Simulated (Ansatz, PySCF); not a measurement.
System: C2H3O2, charge 0, multiplicity 2. It need not be the lowest isomer of its formula. SMILES: CC([O])=O
Geometry: optimised at B3LYP-D3(BJ)/def2-TZVP (Ansatz, a quantum-chemistry and plane-wave program).

Property: atomisation energy (electronic, to ground-state atoms), in kcal/mol. Valence correlation only, unless marked. UHF or UKS for open shells. No spin-orbit coupling. Non-relativistic. The coupled-cluster limit lacks core correlation, which all-electron functionals hold. Basis-set limits of correlation are two-point, X^-3; Hartree-Fock from the larger set. [CCSD(T)-MP2]/basis is that difference in the basis named.

The T1 diagnostic of CCSD in the largest basis is 0.048, which is high, so the coupled-cluster rows are less sure than usual.

```
level                                                     program  atomisation energy (kcal/mol)
-------------------------------------------------  --------------  -----------------------------
HF-D4/def2-TZVPD                                    PySCF + dftd4                            [?]
PBE-D3(BJ)/def2-TZVPD                              Ansatz + dftd3                            [?]
r2SCAN-D3(BJ)/def2-TZVPD                           Ansatz + dftd3                          693.5
PBE0/STO-3G                                                Ansatz                          726.7
BHLYP-D4/def2-TZVPD                                Ansatz + dftd4                            [?]
r2SCANh-D4/def2-TZVPD                              Ansatz + dftd4                          683.0
LC-wPBE-D4/def2-TZVPD                              Ansatz + dftd4                          684.6
B2GP-PLYP-D4/def2-TZVPD                            Ansatz + dftd4                          668.9
SCS-MP2/STO-3G                                             Ansatz                          577.2
RI-MP2/CBS(cc-pVTZ,cc-pVQZ)+[CCSD(T)-MP2]/cc-pVTZ          Ansatz                          677.4
```

Task: What belongs in the gaps?

Result: 
- HF-D4/def2-TZVPD, atomisation energy (kcal/mol): 468.8
- PBE-D3(BJ)/def2-TZVPD, atomisation energy (kcal/mol): 719.5
- BHLYP-D4/def2-TZVPD, atomisation energy (kcal/mol): 644.0
